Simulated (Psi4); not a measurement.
**NOF (nitrosyl fluoride): a chain of runs**

Wanted: a geometry optimisation (BLYP/6-31+G*), then vibrational wavenumbers, then a single-point energy (MP2-F12/cc-pVDZ-F12), then the excited states (TD-BLYP/6-31+G*) of NOF (nitrosyl fluoride). 

The calculation is run with Psi4 1.11.

**1. Starting point**

NOF has 3 atoms, charge 0, and is taken as a singlet. As SMILES, `O=NF`. The shape is that of a GFN2-xTB optimisation. The run starts from this shape.

Bond lengths: O1–N2 1.139 Å, N2–F3 1.492 Å. Angles: O1–N2–F3 111.3°.

**2. A geometry optimisation at BLYP/6-31+G(d) (density fitting, Cartesian functions) (run 1)**

Contents of fno.xyz:

```xyz
3
FNO
O      0.881240     0.243070     0.511850
N      0.147270    -0.481640     0.029090
F     -1.028520     0.238580    -0.540950
```

Contents of run.py:

```python
import psi4

psi4.set_memory(1600000000)
psi4.set_num_threads(1)
psi4.core.set_output_file('fno.out', False)

with open('fno.xyz') as f:
    atoms = ''.join(f.readlines()[2:])
mol = psi4.geometry('0 1\n' + atoms + '')

psi4.set_options(dict(basis='6-31+G*', geom_maxiter=60))

E = psi4.optimize("blyp")
print(f'blyp energy: {E:.10f} Eh')
print(mol.to_string(dtype='xyz', units='Angstrom'))
```

Command:

```bash
$ python run.py
```

fno.out:

```text
[...]
  Running in cs symmetry.
[...]
  Nuclear repulsion =   65.836732024510070
[...]
  Multiplicity = 1
[...]
  Nalpha       = 12
  Nbeta        = 12
[...]
    Number of basis functions: 57
[...]
   @DF-RKS iter   1:  -229.65175404954422   -2.40701e-01   1.00766e-02 DIIS/ADIIS
[...]
   @DF-RKS iter   8:  -229.72445826851438   -2.84217e-13   3.18383e-09 DIIS
[...]
    Orbital Energies [Eh]
    ---------------------
    Doubly Occupied:
       1Ap   -24.318731     2Ap   -18.988217     3Ap   -14.280592
       4Ap    -1.210099     5Ap    -1.047025     6Ap    -0.657516
       7Ap    -0.528324     1App   -0.516105     8Ap    -0.490075
       2App   -0.344893     9Ap    -0.330960    10Ap    -0.312752
[...]
  @DF-RKS Final Energy:  -229.72445826851438
   => Energetics <=
    Nuclear Repulsion Energy =             63.3981443124544697
    One-Electron Energy =                -441.7406525304949696
    Two-Electron Energy =                 174.2895346202162727
    DFT Exchange-Correlation Energy =     -25.6714846706901483
    Empirical Dispersion Energy =           0.0000000000000000
    VV10 Nonlocal Energy =                  0.0000000000000000
    Total Energy =                       -229.7244582685143826
[...]
 Multipole Moments:
 ------------------------------------------------------------------------------------
     Multipole            Electronic (a.u.)      Nuclear  (a.u.)        Total (a.u.)
 ------------------------------------------------------------------------------------
 L = 1.  Multiply by 2.5417464519 to convert [e a0] to [Debye]
 Dipole X            :         -0.3403012            1.0809064            0.7406052
 Dipole Y            :          0.0018258           -0.2070478           -0.2052220
 Dipole Z            :          0.0000000            0.0000000            0.0000000
 Magnitude           :                                                    0.7685129
[...]
  -Total Gradient:
     Atom            X                  Y                   Z
    ------   -----------------  -----------------  -----------------
       1        0.000014462098    -0.000032825019     0.000000000000
       2       -0.000021806665     0.000020729159     0.000000000000
       3        0.000078578950    -0.000054885942     0.000000000000
[...]
    Final optimized geometry and variables:
    Molecular point group: cs
    Full point group: Cs
    Geometry (in Angstrom), charge = 0, multiplicity = 1:
    O            1.130767682334     0.210403674755     0.000000000000
    N            0.256202619286    -0.541825409479     0.000000000000
    F           -1.140840974151     0.222220386466     0.000000000000
[...]
```

On the terminal:

```text
Some dependencies such as QCElemental have not yet finished migration to pydantic v2. If issues are encountered please downgrade pydantic or upgrade QCElemental as appropriate
Optimizer: Optimization complete!
blyp energy: -229.7244582685 Eh
3
0 1 FNO
O                     1.130767682334     0.210403674755     0.000000000000
N                     0.256202619286    -0.541825409479     0.000000000000
F                    -1.140840974151     0.222220386466     0.000000000000
```

Wall time 10 s (1 thread of Intel Xeon Platinum 8488C (Sapphire Rapids), shared host); peak memory 0.33 GiB.

The path in brief:

```
step  energy from the first frame kept (eV)  largest force (eV/Å)
   0                                 0.0000                2.4927
   1                                -0.0759                0.6802
   2                                -0.0885                0.4824
   3                                -0.0913                0.2561
   4                                -0.0920                0.0271
   5                                -0.0920                0.0049
```

After the run. Bond lengths: O1–N2 1.154 Å. A long bond or contact: N2–F3 1.592 Å.

**3. The harmonic vibrations at BLYP/6-31+G(d) (density fitting, Cartesian functions) (run 2)**

Contents of calc.py:

```python
import psi4

psi4.set_memory('1600 MB')
psi4.set_num_threads(1)
psi4.core.set_output_file('fno.out', False)

geom = psi4.geometry("""
O      0.911762     0.243676     0.528734
N      0.179996    -0.505206     0.044576
F     -1.078338     0.255440    -0.566579
symmetry c1
""")

options = {'reference': 'rks', 't': 600.0, 'rotational_symmetry_number': 1}
psi4.set_options(options)

e_tot = psi4.frequencies('blyp/6-31+G*', molecule=geom)
print(f'blyp/6-31+G* energy: {e_tot:.10f} Eh')
for k in ('ZPVE', 'ENTHALPY', 'GIBBS FREE ENERGY'):
    print(f'{k}: {psi4.variable(k):.8f} Eh')
```

Command:

```bash
$ python calc.py
```

fno.out, cut to the lines that bear on the results:

```text
[...]
  Running in c1 symmetry.
[...]
  Nuclear repulsion =   63.398120301293311
[...]
  Multiplicity = 1
[...]
  Nalpha       = 12
  Nbeta        = 12
[...]
    Number of basis functions: 57
[...]
   @DF-RKS iter   1:  -229.64983472701147   -3.38751e-01   8.16843e-03 ADIIS/DIIS
[...]
   @DF-RKS iter  11:  -229.72445826848735   -2.04352e-11   5.41142e-09 DIIS
[...]
    Orbital Energies [Eh]
    ---------------------
    Doubly Occupied:
       1A    -24.318732     2A    -18.988217     3A    -14.280592
       4A     -1.210099     5A     -1.047025     6A     -0.657516
       7A     -0.528324     8A     -0.516105     9A     -0.490075
      10A     -0.344893    11A     -0.330960    12A     -0.312752
[...]
  @DF-RKS Final Energy:  -229.72445826848735
   => Energetics <=
    Nuclear Repulsion Energy =             63.3981136836637162
    One-Electron Energy =                -441.7405942357976869
    Two-Electron Energy =                 174.2895058543940365
    DFT Exchange-Correlation Energy =     -25.6714835707474229
    Empirical Dispersion Energy =           0.0000000000000000
    VV10 Nonlocal Energy =                  0.0000000000000000
    Total Energy =                       -229.7244582684873535
[...]
 Multipole Moments:
[...]
  -Total Gradient:
     Atom            X                  Y                   Z
    ------   -----------------  -----------------  -----------------
       1        0.000015809718    -0.000031485922     0.000000031329
       2       -0.000022981431     0.000019186396    -0.000000021351
       3        0.000078406121    -0.000054682856     0.000000063042
[...]
  ==> Harmonic Vibrational Analysis <==
[...]
  Freq [cm^-1]                 472.3909            735.4197           1856.0056
[...]
  IR activ [km/mol]            74.8496             155.6407            258.3876
[...]
  Total E_0, Enthalpy at 0 [K]                                                         -229.71747838 [Eh]
[...]
  Total H, Enthalpy at  600.00 [K]                                                     -229.70806197 [Eh]
[...]
  Total G, Gibbs energy at  600.00 [K]                                                 -229.77236553 [Eh]
[...]
```

The script printed:

```text
Warning: used thermodynamics relations inappropriate for low-frequency modes: ['472.3909']
blyp/6-31+G* energy: -229.7244582685 Eh
ZPVE: 0.00697989 Eh
ENTHALPY: -229.70806197 Eh
GIBBS FREE ENERGY: -229.77236553 Eh
```

Wall time 24 s (1 thread of Intel Xeon Platinum 8488C (Sapphire Rapids), shared host); peak memory 0.33 GiB.

**4. The energy at MP2-F12/cc-pVDZ-F12 (density fitting, density fitting for correlation) (run 3)**

Contents of fno.inp:

```
memory 1600 MB

molecule {
  0 1
  O      0.911762     0.243676     0.528734
  N      0.179996    -0.505206     0.044576
  F     -1.078338     0.255440    -0.566579
}

set globals {
  basis cc-pVDZ-F12
  freeze_core true
}

E, wfn = energy('mp2-f12', return_wfn=True)
```

Command:

```bash
$ psi4 fno.inp fno.out -n 1
```

fno.out:

```text
[...]
  Running in cs symmetry.
[...]
  Nuclear repulsion =   63.398120301293311
[...]
  Multiplicity = 1
[...]
  Nalpha       = 12
  Nbeta        = 12
[...]
    Number of basis functions: 90
[...]
   @DF-RHF iter   1:  -228.58847574436459   -8.88872e-01   7.46018e-03 ADIIS/DIIS
[...]
   @DF-RHF iter  14:  -228.69035956313618   -1.47793e-12   5.75807e-09 DIIS
[...]
    Orbital Energies [Eh]
    ---------------------
    Doubly Occupied:
       1Ap   -26.284216     2Ap   -20.768663     3Ap   -15.888871
       4Ap    -1.691078     5Ap    -1.532626     6Ap    -1.006706
       7Ap    -0.795664     8Ap    -0.782701     1App   -0.736263
       9Ap    -0.613588     2App   -0.608142    10Ap    -0.516932
[...]
  @DF-RHF Final Energy:  -228.69035956313618
   => Energetics <=
    Nuclear Repulsion Energy =             63.3981203012933108
    One-Electron Energy =                -441.7260581700859348
    Two-Electron Energy =                 149.6375783056564330
    Total Energy =                       -228.6903595631361839
[...]
 Multipole Moments:
 ------------------------------------------------------------------------------------
     Multipole            Electronic (a.u.)      Nuclear  (a.u.)        Total (a.u.)
 ------------------------------------------------------------------------------------
 L = 1.  Multiply by 2.5417464519 to convert [e a0] to [Debye]
 Dipole X            :         -0.2038614            1.0809064            0.8770450
 Dipole Y            :         -0.1591189           -0.2070480           -0.3661668
 Dipole Z            :          0.0000000            0.0000000            0.0000000
 Magnitude           :                                                    0.9504137
[...]
```

Wall time 15 s (1 thread of Intel Xeon Platinum 8488C (Sapphire Rapids), shared host); peak memory 1.4 GiB.

**5. The excited states at TD-BLYP/6-31+G(d) (density fitting, Cartesian functions, save jk yes) (run 4)**

Contents of input.in:

```
memory 1600 MB

molecule {
  0 1
  O      0.911762     0.243676     0.528734
  N      0.179996    -0.505206     0.044576
  F     -1.078338     0.255440    -0.566579
}

set basis 6-31+G*
set save_jk true

from psi4.driver.procrouting.response.scf_response import tdscf_excitations
energy_value, wavefunction = energy("blyp", return_wfn=True)
states = tdscf_excitations(wavefunction, states=6, tda=False)
```

Command:

```bash
$ psi4 -n 1 input.in input.out
```

input.out, cut to the lines that bear on the results:

```text
[...]
  Running in cs symmetry.
[...]
  Nuclear repulsion =   63.398120301293311
[...]
  Multiplicity = 1
[...]
  Nalpha       = 12
  Nbeta        = 12
[...]
    Number of basis functions: 57
[...]
   @DF-RKS iter   1:  -229.64983472708923   -3.38751e-01   1.04399e-02 ADIIS/DIIS
[...]
   @DF-RKS iter   9:  -229.72445826804315   -7.61482e-08   8.32334e-07 DIIS
[...]
  @DF-RKS Final Energy:  -229.72445826804315
   => Energetics <=
    Nuclear Repulsion Energy =             63.3981203012933108
    One-Electron Energy =                -441.7405927956023675
    Two-Electron Energy =                 174.2894936398754169
    DFT Exchange-Correlation Energy =     -25.6714794136095286
    Empirical Dispersion Energy =           0.0000000000000000
    VV10 Nonlocal Energy =                  0.0000000000000000
    Total Energy =                       -229.7244582680431506
[...]
 Multipole Moments:
 ------------------------------------------------------------------------------------
     Multipole            Electronic (a.u.)      Nuclear  (a.u.)        Total (a.u.)
 ------------------------------------------------------------------------------------
 L = 1.  Multiply by 2.5417464519 to convert [e a0] to [Debye]
 Dipole X            :         -0.3403187            1.0809064            0.7405877
 Dipole Y            :          0.0018293           -0.2070480           -0.2052186
 Dipole Z            :          0.0000000            0.0000000            0.0000000
 Magnitude           :                                                    0.7684952
[...]
**********                               WARNING                                **********
**********       The names of excited state variables changed between 1.5       **********
[...]
**********                               WARNING                                **********
**********  Length-gauge rotatory strengths are **NOT** gauge-origin invariant  **********
[...]
                                    Excitation Energy         Total Energy        Oscillator Strength             Rotatory Strength
[...]
Excited State    1 (1 App):   0.13806 au   330.03 nm f = 0.0012
[...]
Excited State    3 (1 Ap):   0.17765 au   256.47 nm f = 0.0078
[...]
Excited State    4 (1 Ap):   0.24564 au   185.49 nm f = 0.0020
[...]
Excited State    5 (1 App):   0.25822 au   176.45 nm f = 0.0005
[...]
Excited State    6 (1 Ap):   0.30825 au   147.81 nm f = 0.2818
[...]
```

Run time: 9 s. Hardware: 1 thread of Intel Xeon Platinum 8488C (Sapphire Rapids), shared host; peak memory 0.31 GiB.

The roots found:

```
excited state  energy (eV)  strength  label
            1        3.757    0.0012  App 1
            2        3.942    0.0001  App 1
            3        4.834    0.0078   Ap 1
            4        6.684    0.0020   Ap 1
            5        7.027    0.0005  App 1
            6        8.388    0.2818   Ap 1
```

**6. What came out**

| quantity | value |
| --- | --- |
| run 1, BLYP/6-31+G*: total energy at the end | -229.72446 Eh |
| run 1, BLYP/6-31+G*: dipole moment | 1.95 D |
| run 1, BLYP/6-31+G*: HOMO energy | -8.51 eV |
| run 1, BLYP/6-31+G*: LUMO energy | -5.15 eV |
| run 1, BLYP/6-31+G*: HOMO–LUMO gap | 3.36 eV |
| run 2, BLYP/6-31+G*: lowest harmonic wavenumber | 472 cm⁻¹ |
| run 2, BLYP/6-31+G*: highest harmonic wavenumber | 1856 cm⁻¹ |
| run 2, BLYP/6-31+G*: zero-point energy | 18.3 kJ/mol |
| run 2, BLYP/6-31+G*: ideal-gas entropy at 600 K (symmetry number 1 as used) | 67.3 cal/(mol K) |
| run 3, MP2-F12/cc-pVDZ-F12: total energy | -229.50637 Eh |
| run 3, MP2-F12/cc-pVDZ-F12: HOMO energy (Hartree–Fock orbitals) | -14.07 eV |
| run 3, MP2-F12/cc-pVDZ-F12: LUMO energy (Hartree–Fock orbitals) | 0.71 eV |
| run 3, MP2-F12/cc-pVDZ-F12: HOMO–LUMO gap (Hartree–Fock orbitals) | 14.78 eV |
| run 3, MP2-F12/cc-pVDZ-F12: correlation energy (3 core orbitals frozen) | -804.6 mEh |
| run 4, TD-BLYP/6-31+G*: ground-state or mean-field energy | -229.72446 Eh |
| run 4, TD-BLYP/6-31+G*: dipole moment (BLYP Kohn–Sham density) | 1.95 D |
| run 4, TD-BLYP/6-31+G*: HOMO energy (BLYP Kohn–Sham orbitals) | -8.51 eV |
| run 4, TD-BLYP/6-31+G*: LUMO energy (BLYP Kohn–Sham orbitals) | -5.15 eV |
| run 4, TD-BLYP/6-31+G*: HOMO–LUMO gap (BLYP Kohn–Sham orbitals) | 3.36 eV |
| run 4, TD-BLYP/6-31+G*: lowest excitation energy | 3.76 eV |

The optimisation (run 1, BLYP/6-31+G*) took 6 steps and changed the energy by -0.092 eV. All 3 modes (run 2, BLYP/6-31+G*) are real, so the shape is a minimum at this level. The brightest of the 6 transitions from the ground state lies at 8.39 eV (148 nm, f = 0.282); the lowest, at 3.76 eV, has f = 0.001.
